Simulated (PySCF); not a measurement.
## Löwdin shares of the frontier orbitals

Species: methylcyclopentane, C₆H₁₂.
Z-matrix (Å and degrees, GFN2-xTB geometry), rows numbered from 1:
```
C 
C   1  1.5224
C   2  1.5430  1  113.31
C   3  1.5384  2  106.54  1   135.99
C   4  1.5289  3  105.10  2    13.11
C   5  1.5239  4  102.98  3   -34.03
H   1  1.0878  2  110.71  3    61.14
H   1  1.0881  2  110.50  3   -59.06
H   1  1.0882  2  110.31  3  -178.88
H   2  1.0947  1  108.46  3  -121.21
H   3  1.0898  2  110.58  1  -103.25
H   3  1.0901  2  110.50  1    15.64
H   4  1.0909  3  110.14  2  -104.68
H   4  1.0895  3  112.20  2   135.19
H   5  1.0915  4  110.16  3    83.05
H   5  1.0896  4  112.49  3  -155.85
H   6  1.0918  2  109.72  1   -40.32
H   6  1.0894  2  112.36  1    80.38
```

Computed, not measured: TDDFT wB97X-D/def2-SVPD, vertical, gas phase, core orbitals frozen in the response (PySCF).

Frontier orbitals with the atoms that hold most of them (Löwdin shares over 4%, at most four atoms; ? is withheld):

| orbital | ε (eV) | atoms |
| --- | --- | --- |
| LUMO+2 | 3.10 | H10 18%, H13 11%, H17 9%, H15 8% |
| LUMO+1 | 2.92 | C1 19%, C5 10%, H7 9%, H9 9% |
| LUMO | 2.46 | ? |
| HOMO | ? | C2 18%, C3 13%, C6 11%, C4 9% |
| HOMO-1 | -10.71 | ? |
| HOMO-2 | -10.95 | C2 17%, C1 14%, C4 12%, C5 11% |
| HOMO-3 | -10.97 | C5 19%, C6 18%, C2 12%, C1 11% |

Q: Give the leading atoms of the LUMO.

A: C1 (bonded to C and 3 H) 11%; C5 (bonded to 2 C and 2 H) 9%; C4 (bonded to 2 C and 2 H) 9%; C3 (bonded to 2 C and 2 H) 8%.

Q: Give the leading atoms of the HOMO-1.

A: C2 (bonded to 3 C and H) 22%; C3 (bonded to 2 C and 2 H) 19%; C1 (bonded to C and 3 H) 11%; C6 (bonded to 2 C and 2 H) 10%.

Q: What is the HOMO energy, and the HOMO–LUMO gap?

A: ε(HOMO) = -10.55 eV; the gap is 13.02 eV (0.4783 hartree).

Q: The HOMO–LUMO gap is 13.02 eV. Where does the response calculation put the lowest singlet, and from which orbitals?

A: S1 is at 8.78 eV (f = 0.0034), 4.24 eV below the gap, made of HOMO→LUMO (81%). 

Q: Give energy, strength and leading configuration of S1 and S2, and follow the Löwdin shares of the leading atoms from the occupied to the empty orbital.

A: 
- S1 (8.78 eV, f 0.0034), HOMO→LUMO (81%): C2 18% → at most 9%, C3 13% → 8%, C1 at most 10% → 11%, C5 at most 10% → 9%
- S2 (9.00 eV, f 0.018), HOMO-1→LUMO (86%): C2 22% → at most 9%, C3 19% → 8%, C1 11% → 11%, C5 at most 10% → 9%

Löwdin shares depend on the basis, the more so with diffuse functions.

Time: 41 s wall. Hardware: one thread of an Arm Neoverse V2 (shared host).

One conformer stands for the species.
